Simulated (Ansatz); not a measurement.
# AlH: taking an electron away

An exercise on one series of results from a longer session: the logs are not shown, and one member is left open.

Method: unrestricted cation, the program's frozen cores in correlated methods; program: Ansatz 0.2.0, Gaussian basis.

The runs, in order: UKS PBE-D4/def2-TZVPP; UKS r2SCAN-D4/def2-TZVPP; UKS PBE0-D4/def2-TZVPP; UKS B3LYP-D4/def2-TZVPP; UKS wB97X-V/def2-TZVPP; UKS wB97M-V/def2-TZVPP; UKS B2PLYP/def2-TZVPP; UHF-CCSD(T)/def2-TZVPP; UHF-CCSD(T)/def2-QZVPP; extrapolation to the limit; then −ε(HOMO) from the neutral's earlier runs with LDA (SPW92), PBE-D4, revPBE-D4, BLYP-D4, r2SCAN-D4, B97M-V, PBE0-D4, B3LYP-D4, r2SCANh-D4, r2SCAN0-D4, HSE06-D4, BHLYP-D4, CAM-B3LYP-D4, LC-ωPBE, ωB97X-V, ωB97M-V.

## The relaxed structure

An earlier PBE0-D4 in a triple-zeta def2 set relaxation fixed the geometry.

SMILES `[AlH]`, 2 atoms, charge 0, spin multiplicity 1.

Atoms are counted from 1 here; the program's logs count them from 0.

Bond lengths: Al1–H2 1.665 Å.

Set-up of the first run:

in.yaml reads:

```yaml
crystal:
  periodic: [false, false, false]
  atoms:
    - {symbol: Al, position_ang: [0.000000, -0.000000, -0.025687]}
    - {symbol: H, position_ang: [-0.000000, 0.000000, 1.639157]}
basis:
  gaussian: {orbitals: def2-TZVPP}
total_charge: 1
magnetization: {spin_polarized: true, initial_magnetization: 1}
hamiltonian: {xc: pbe, dispersion: d4}
```

Launch:

```
$ ansatz run in.yaml --threads 2 --pin off --events-out ev --progress --plain --max-ram 20480MiB --backend cpu
```

Among the steps run: Cation, UKS PBE-D4/def2-TZVPP; Cation, UKS r2SCAN-D4/def2-TZVPP; Cation, UKS PBE0-D4/def2-TZVPP; Cation, UKS B3LYP-D4/def2-TZVPP; Cation, UKS wB97X-V/def2-TZVPP; Cation, UKS wB97M-V/def2-TZVPP; Cation, UKS B2PLYP (frozen core)/def2-TZVPP; Cation, UHF-CCSD(T)/def2-TZVPP; Cation, UHF-CCSD(T)/def2-QZVPP.

One of the session's tables, all rows but one given; the rest of the session is left out.

Orbital estimates, from the neutral's runs:

```
  functional  −ε(HOMO) (eV)
 LDA (SPW92)              ?
      PBE-D4           4.90
   revPBE-D4           4.89
     BLYP-D4           4.78
   r2SCAN-D4           5.08
      B97M-V           5.15
     PBE0-D4           5.83
    B3LYP-D4           5.67
  r2SCANh-D4           5.42
  r2SCAN0-D4           5.93
    HSE06-D4           5.43
    BHLYP-D4           6.64
CAM-B3LYP-D4           7.02
     LC-ωPBE           8.23
     ωB97X-V           7.95
     ωB97M-V           7.72
```

**Question.** Estimate the row for LDA (SPW92).

As computed: −ε(HOMO) (eV): 4.92. In the column «−ε(HOMO) (eV)» it lies between PBE-D4 (4.90) and r2SCAN-D4 (5.08).
